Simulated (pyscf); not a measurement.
This saddle point was located with ωB97X-D3(BJ)/def2-SVP in PySCF.

```xyz
10

C      0.3147    -0.1085     0.1732
Si    -1.6236     0.0592    -0.6288
Cl    -1.3287    -1.7794    -1.6177
Cl    -3.0301    -0.5136     0.7366
H      0.9518     0.4839     0.8588
H      0.8672    -0.2507    -0.7631
H      0.0990    -1.0557     0.6833
H     -1.8566     0.8925    -1.8113
Cl    -1.4690     2.2435     0.4821
H     -0.3732     0.9342     0.3486
```

Surface: singlet, charge 0. Lowest wavenumbers (cm⁻¹): 694i, 95, 176, 210, 254.

Problem. Name the species on either side of this saddle.

Solution. H₃C–SiH(Cl)–Cl (SMILES C[SiH](Cl)Cl) + HCl (SMILES Cl) ⇌ CH₄ (SMILES C) + Cl–SiH(Cl)–Cl (SMILES Cl[SiH](Cl)Cl), a four-centre exchange read from left to right: C–Si, Cl–H broken and C–H, Cl–Si formed. At ωB97M-D3(BJ)/def2-TZVP it lies +44.1 kcal/mol from the left side and +65.4 kcal/mol from the right (each side as separated species at their lowest minima found). One saddle was located; it need not be the lowest between these sides.
